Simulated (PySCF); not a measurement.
# GeH$_{4}$⁺, doublet in 6-31G: errors against RCCSDT

Geometry: a PBE0/def2-TZVP stationary point for this spin, not checked as a minimum.

| atom | x (Å) | y (Å) | z (Å) |
| --- | --- | --- | --- |
| Ge | 0.0000 | 0.0000 | 0.0000 |
| H | 0.5613 | 1.0339 | 1.0326 |
| H | -0.5699 | -1.0297 | 1.0321 |
| H | -0.5592 | 1.0308 | -1.0368 |
| H | 0.5678 | -1.0351 | -1.0279 |

Basis 6-31G (Cartesian d functions); PySCF 2.14.0. Only valence electrons are correlated (noble-gas cores and the filled d shells of p-block atoms frozen), which leaves 7 electrons in 23 orbitals. R marks a restricted (for open shells ROHF) determinant, U an unrestricted one. No spin–orbit coupling is included, and no scalar relativity.

Full CI isn't at hand for all of this; RCCSDT serves as the reference. It lacks quadruple excitations. The frozen core follows each run's orbitals, which can shift R against U totals by a few meV for light atoms and by up to 0.1 eV past Ca.

```
UHF ⟨S²⟩                          : 0.790
T1 diagnostic (ROHF- or RHF-based CCSD)             : 0.0216
largest doubles amplitude (ROHF- or RHF-based CCSD) : 0.070
```

```
   level  E − E(RCCSDT) (kJ/mol)  share of correlation (%)  wall time
     RHF                   251.5                      0.00          –
    RMP2                    80.0                     68.20          –
   RCCSD                     6.1                     97.58          –
RCCSD(T)                     1.7                     99.33     0.62 s
```

The correlation energy at RCCSDT, counted from RHF, is -2.606 eV. That run took 7 s on 1 thread of Arm Neoverse V1, shared host.

Run but not shown, since their state, orbitals or frozen core can't be matched to the reference's or they repeat it: UHF, UMP2, UCCSD, UCCSD(T).

Times are those of the correlated step on a shared host, with one SCF added for the restricted CCSD run; they ran on 1 thread of Arm Neoverse V1.
